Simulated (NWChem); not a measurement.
**triplet H3O+ at 5 levels**

We compute a comparison of 5 runs (UHF/STO-3G, UHF/3-21G, UB3LYP/6-31G*, UM06-2X/aug-cc-pVTZ) of triplet H3O+. 

The calculation is run with NWChem 7.3.0.

**1. The structure to begin with**

H3O+ has 4 atoms, charge +1, and is taken as a triplet. SMILES of the parent species: `[OH3+]`. The coordinates come from a PBE0-D4/def2-TZVP relaxation. That shape belongs to the parent species and isn't relaxed for this state.

Bond lengths: O1–H2 0.978 Å, O1–H3 0.978 Å, O1–H4 0.978 Å. Angles: H2–O1–H3 113.0°, H2–O1–H4 113.0°, H3–O1–H4 113.0°.

**2. The energy at UHF/STO-3G (run 1)**

The input, run.py:

```python
from ase import Atoms
from ase.calculators.nwchem import NWChem

molecule = Atoms(['O', 'H', 'H', 'H'], positions=[
    [0.181970, -0.056700, -0.052760],
    [0.219060, 0.918440, 0.015140],
    [-0.408890, -0.368290, -0.767380],
    [0.007860, -0.493450, 0.805020],
])

calc = NWChem(
    label='mymol',
    theory='scf',
    memory='2200 mb',
    basis='STO-3G',
    basispar='spherical bse',
    charge=1,
    scf={'nopen': '2', 'uhf': None, 'thresh': '1e-08', 'maxiter': '80'},
    task='energy',
)
molecule.calc = calc

print("Total energy (eV):", round(molecule.get_potential_energy(), 6))
```

Started as:

```
$ export ASE_NWCHEM_COMMAND="nwchem PREFIX.nwi > PREFIX.nwo"
$ python run.py
```

Standard output:

```text
Total energy (eV): -2037.069538
```

The calculator wrote mymol.nwi:

```
title "mymol"

permanent_dir mymol

scratch_dir mymol

start mymol

geometry units angstrom nocenter noautosym noautoz
  O  1.8196999999999999e-01 -5.6700000000000000e-02 -5.2760000000000001e-02
  H  2.1906000000000000e-01 9.1844000000000003e-01 1.5140000000000001e-02
  H  -4.0888999999999998e-01 -3.6829000000000001e-01 -7.6737999999999995e-01
  H  7.8600000000000007e-03 -4.9345000000000000e-01 8.0501999999999996e-01
end

charge 1

memory 2200 mb

basis spherical bse noprint
   * library STO-3G
end

scf
  nopen 2
  uhf
  thresh 1e-08
  maxiter 80
end

task scf energy
```

mymol.nwo:

```text
Northwest Computational Chemistry Package (NWChem) 7.3.0
             --------------------------------------------------------

           Job information
           ---------------

    nwchem branch   = 7.3.0
    use scalapack   = T
    input           = mymol.nwi
    prefix          = mymol.
    data base       = mymol/mymol.db
    status          = startup
    nproc           =        1

           Memory information
           ------------------

    heap     =     72089600 doubles =      550.0 Mbytes
    stack    =     72089597 doubles =      550.0 Mbytes
    global   =    144179200 doubles =     1100.0 Mbytes (distinct from heap & stack)
    total    =    288358397 doubles =     2200.0 Mbytes
    verify   = yes
    hardfail = no

[... 35 lines left out ...]
            Nuclear Dipole moment (a.u.)
[... 75 lines left out ...]
 1-e energy   =    -119.666045
[... 7 lines left out ...]
         Quadratically convergent UHF
[... 14 lines left out ...]
       Final UHF  results
[... 3 lines left out ...]
      One electron energy =   -125.311814026737
[... 1 line left out ...]
 Nuclear repulsion energy =     13.956308371557
[... 20 lines left out ...]
          Final beta eigenvalues
[... 67 lines left out ...]
                     UHF Final Beta Molecular Orbital Analysis
[... 96 lines left out ...]
   Mulliken analysis of the spin density
   -------------------------------------

    Atom       Charge   Shell Charges
 -----------   ------   -------------------------------------------------------
    1 O    8     1.05   0.00  0.14  0.91
    2 H    1     0.32   0.32
    3 H    1     0.32   0.32
    4 H    1     0.32   0.32

       Multipole analysis of the density wrt the origin
       ------------------------------------------------

     L   x y z        total         alpha         beta         nuclear
     -   - - -        -----         -----         ----         -------
     0   0 0 0      1.000000     -6.000000     -4.000000     11.000000

     1   1 0 0      0.078604     -1.296359     -1.032152      2.407114
[... 8 lines of this table left out ...]
     2   0 0 2     -3.467131     -5.388803     -2.575825      4.497496

 Task  times  cpu:        0.1s     wall:        0.1s
 Total times  cpu:        0.1s     wall:        0.1s
```

Wall time 1.4 s (1 thread of Intel Xeon Platinum 8259CL at 2.50GHz (Skylake/Cascade Lake), shared host); peak memory 0.1 GiB.

**3. A single-point energy at UHF/3-21G (run 2)**

The input, h3o.xyz:

```xyz
4
H3O energy
O      0.181970    -0.056700    -0.052760
H      0.219060     0.918440     0.015140
H     -0.408890    -0.368290    -0.767380
H      0.007860    -0.493450     0.805020
```

The input, run.py:

```python
from ase.io import read
from ase.calculators.nwchem import NWChem

mol = read('h3o.xyz')

calc = NWChem(
    label='h3o',
    theory='scf',
    memory='2200 mb',
    basis='3-21G',
    basispar='spherical bse',
    charge=1,
    scf={'nopen': '2', 'uhf': None, 'thresh': '1e-08', 'maxiter': '80'},
    task='energy',
)
mol.calc = calc

print("Total energy (eV):", round(mol.get_potential_energy(), 6))
```

Started as:

```
$ export ASE_NWCHEM_COMMAND="nwchem PREFIX.nwi > PREFIX.nwo"
$ python run.py
```

Standard output:

```text
Total energy (eV): -2054.145288
```

The calculator wrote h3o.nwi:

```
title "h3o"

permanent_dir h3o

scratch_dir h3o

start h3o

geometry units angstrom nocenter noautosym noautoz
  O  1.8196999999999999e-01 -5.6700000000000000e-02 -5.2760000000000001e-02
  H  2.1906000000000000e-01 9.1844000000000003e-01 1.5140000000000001e-02
  H  -4.0888999999999998e-01 -3.6829000000000001e-01 -7.6737999999999995e-01
  H  7.8600000000000007e-03 -4.9345000000000000e-01 8.0501999999999996e-01
end

charge 1

memory 2200 mb

basis spherical bse noprint
   * library 3-21G
end

scf
  nopen 2
  uhf
  thresh 1e-08
  maxiter 80
end

task scf energy
```

h3o.nwo:

```text
Northwest Computational Chemistry Package (NWChem) 7.3.0
             --------------------------------------------------------

           Job information
           ---------------

    nwchem branch   = 7.3.0
    use scalapack   = T
    input           = h3o.nwi
    prefix          = h3o.
    data base       = h3o/h3o.db
    status          = startup
    nproc           =        1

           Memory information
           ------------------

    heap     =     72089600 doubles =      550.0 Mbytes
    stack    =     72089597 doubles =      550.0 Mbytes
    global   =    144179200 doubles =     1100.0 Mbytes (distinct from heap & stack)
    total    =    288358397 doubles =     2200.0 Mbytes
    verify   = yes
    hardfail = no

[... 35 lines left out ...]
            Nuclear Dipole moment (a.u.)
[... 75 lines left out ...]
 1-e energy   =    -119.286791
[... 7 lines left out ...]
         Quadratically convergent UHF
[... 14 lines left out ...]
       Final UHF  results
[... 3 lines left out ...]
      One electron energy =   -125.967578093440
[... 1 line left out ...]
 Nuclear repulsion energy =     13.956308371557
[... 27 lines left out ...]
          Final beta eigenvalues
[... 140 lines left out ...]
                     UHF Final Beta Molecular Orbital Analysis
[... 159 lines left out ...]
   Mulliken analysis of the spin density
   -------------------------------------

    Atom       Charge   Shell Charges
 -----------   ------   -------------------------------------------------------
    1 O    8     0.97   0.00  0.07  0.53 -0.06  0.42
    2 H    1     0.34   0.03  0.31
    3 H    1     0.34   0.03  0.31
    4 H    1     0.34   0.03  0.31

       Multipole analysis of the density wrt the origin
       ------------------------------------------------

     L   x y z        total         alpha         beta         nuclear
     -   - - -        -----         -----         ----         -------
     0   0 0 0      1.000000     -6.000000     -4.000000     11.000000

     1   1 0 0      0.104330     -1.288134     -1.014650      2.407114
[... 8 lines of this table left out ...]
     2   0 0 2     -4.185283     -6.174387     -2.508393      4.497496

 Task  times  cpu:        0.1s     wall:        0.1s
 Total times  cpu:        0.2s     wall:        0.2s
```

Run time: 1.6 s. Hardware: 1 thread of Intel Xeon Platinum 8259CL at 2.50GHz (Skylake/Cascade Lake), shared host; peak memory 0.1 GiB.

**4. The energy at UB3LYP/6-31G(d) (spherical functions) (run 3)**

The input, run.py:

```python
from ase import Atoms
from ase.calculators.nwchem import NWChem

system = Atoms('OHHH', positions=[
    [0.181970, -0.056700, -0.052760],
    [0.219060, 0.918440, 0.015140],
    [-0.408890, -0.368290, -0.767380],
    [0.007860, -0.493450, 0.805020],
])

calc = NWChem(
    label='h3o',
    theory='dft',
    memory='2200 mb',
    basis='6-31G*',
    basispar='spherical bse',
    charge=1,
    dft={'xc': 'b3lyp', 'mult': '3', 'grid': 'xfine', 'convergence': 'energy 1e-08', 'iterations': '100', 'mulliken': None, 'print': 'low'},
    task='energy',
)
system.calc = calc

print("Total energy (eV):", round(system.get_potential_energy(), 6))
```

Started as:

```
$ export ASE_NWCHEM_COMMAND="nwchem PREFIX.nwi > PREFIX.nwo"
$ python run.py
```

Standard output:

```text
Total energy (eV): -2075.745485
```

The calculator wrote h3o.nwi:

```
title "h3o"

permanent_dir h3o

scratch_dir h3o

start h3o

geometry units angstrom nocenter noautosym noautoz
  O  1.8196999999999999e-01 -5.6700000000000000e-02 -5.2760000000000001e-02
  H  2.1906000000000000e-01 9.1844000000000003e-01 1.5140000000000001e-02
  H  -4.0888999999999998e-01 -3.6829000000000001e-01 -7.6737999999999995e-01
  H  7.8600000000000007e-03 -4.9345000000000000e-01 8.0501999999999996e-01
end

charge 1

memory 2200 mb

basis spherical bse noprint
   * library 6-31G*
end

dft
  xc b3lyp
  mult 3
  grid xfine
  convergence energy 1e-08
  iterations 100
  mulliken
  print low
end

task dft energy
```

h3o.nwo:

```text
Northwest Computational Chemistry Package (NWChem) 7.3.0
             --------------------------------------------------------

           Job information
           ---------------

    nwchem branch   = 7.3.0
    use scalapack   = T
    input           = h3o.nwi
    prefix          = h3o.
    data base       = h3o/h3o.db
    status          = startup
    nproc           =        1

           Memory information
           ------------------

    heap     =     72089600 doubles =      550.0 Mbytes
    stack    =     72089597 doubles =      550.0 Mbytes
    global   =    144179200 doubles =     1100.0 Mbytes (distinct from heap & stack)
    total    =    288358397 doubles =     2200.0 Mbytes
    verify   = yes
    hardfail = no

[... 35 lines left out ...]
            Nuclear Dipole moment (a.u.)
[... 73 lines left out ...]
   convergence    iter        energy       DeltaE   RMS-Dens  Diis-err    time
[... 7 lines left out ...]
         Total DFT energy =      -76.282240219177
      One electron energy =     -126.612981184971
           Coulomb energy =       45.676815943229
    Exchange-Corr. energy =       -9.302383348991
 Nuclear repulsion energy =       13.956308371557
[... 31 lines left out ...]
    Atom       Charge   Shell Charges
 -----------   ------   -------------------------------------------------------
    1 O    8     7.79   1.99  1.06  2.64  0.67  1.40  0.03
    2 H    1     0.74   0.38  0.36
    3 H    1     0.74   0.38  0.36
    4 H    1     0.74   0.38  0.36

     ------------------------------------------
      Spin Density - Lowdin Population Analysis
     ------------------------------------------

    Atom       Charge   Shell Charges
 -----------   ------   -------------------------------------------------------
    1 O    8     1.25   0.00  0.22  0.68  0.03  0.30  0.01
    2 H    1     0.25   0.04  0.21
    3 H    1     0.25   0.04  0.21
    4 H    1     0.25   0.04  0.21

     --------------------------
     Expectation value of S2:
     --------------------------
      <S2> =      2.0010 (Exact =     2.0000)

 Task  times  cpu:        5.0s     wall:        5.0s
 Total times  cpu:        5.1s     wall:        5.1s
```

It took 6.6 s on 1 thread of Intel Xeon Platinum 8259CL at 2.50GHz (Skylake/Cascade Lake), shared host; peak memory 0.12 GiB.

Run 4 isn't shown in full; the table further down has it.

**5. A single-point energy at UM06-2X/aug-cc-pVTZ (run 5)**

The input, sp.nw:

```
start sp
memory total 2200 mb
charge 1

geometry units angstrom noautosym nocenter noautoz
O        0.181970      -0.056700      -0.052760
H        0.219060       0.918440       0.015140
H       -0.408890      -0.368290      -0.767380
H        0.007860      -0.493450       0.805020
end

basis spherical bse
* library aug-cc-pVTZ
end

dft
xc m06-2x
mult 3
grid fine
convergence energy 1e-08
maxiter 100
mulliken
print medium
end

task dft energy
```

Started as:

```
$ nwchem sp.nw > sp.out
```

Standard output:

```text
[...]
          Wavefunction type:  spin polarized.
          No. of atoms     :     4
          No. of electrons :    10
[...]
          Charge           :     1
          Spin multiplicity:     3
[...]
          AO basis - number of functions:   115
[...]
              XC Information
              --------------
                       M06-2X Method XC Functional
                     Hartree-Fock (Exact) Exchange  0.540
                        M06-2X Exchange Functional  1.000
                      M06-2X Correlation Potential  1.000
[...]
 d= 0,ls=0.0,diis     1    -76.2054731802 -9.02D+01  3.37D-03  3.59D-01     4.3
[...]
 d= 0,ls=0.0,diis     9    -76.2872491616 -3.79D-09  2.30D-07  3.51D-10    38.8
[...]
         Total DFT energy =      -76.287249161630
      One electron energy =     -126.589020056563
           Coulomb energy =       45.587014205410
    Exchange-Corr. energy =       -9.241551682034
 Nuclear repulsion energy =       13.956308371557
[...]
      Total Density - Mulliken Population Analysis
     ---------------------------------------------
    Atom       Charge   Shell Charges
 -----------   ------   -------------------------------------------------------
    1 O    8     7.72   1.95  0.28  1.07  0.49  0.12  1.25  1.94  0.58  0.02  0.00  0.01  0.00  0.00 -0.00
    2 H    1     0.76   0.22  0.30  0.13  0.02  0.02  0.06 -0.00  0.01  0.01
    3 H    1     0.76   0.22  0.30  0.13  0.02  0.02  0.06 -0.00  0.01  0.01
    4 H    1     0.76   0.22  0.30  0.13  0.02  0.02  0.06 -0.00  0.01  0.01
[...]
      <S2> =      2.0016 (Exact =     2.0000)
[...]
```

Run time: 40 s. Hardware: 1 thread of Intel Xeon Platinum 8259CL at 2.50GHz (Skylake/Cascade Lake), shared host; peak memory 0.12 GiB.

**6. All runs side by side**

```csv
run,level,iteration cap,module,energy (Eh),HOMO energy (eV),⟨S²⟩,wall time
1,UHF/STO-3G,80,scf,-74.860925,-9.99,2.003,1.4 s
2,UHF/3-21G,80,scf,-75.488448,-12.57,2.001,1.6 s
3,UB3LYP/6-31G* (spherical functions),100,dft,-76.282240,–,2.001,6.6 s
4,UB3LYP/6-31G* (Cartesian functions),100,dft,-76.284588,-10.84,2.001,6.3 s
5,UM06-2X/aug-cc-pVTZ,100,dft,-76.287249,-12.12,2.002,40 s
```

**7. Summary of results**

| quantity | value |
| --- | --- |
| run 5: total energy | -76.28725 Eh |
| run 5: HOMO energy (highest over α and β) | -12.12 eV |
| run 5: ⟨S²⟩ | 2.002 |

Totals of different functionals can't be ranked against each other. In run 1 the basis is minimal, so the values are rough. All runs together took 56 s, the longest 40 s.
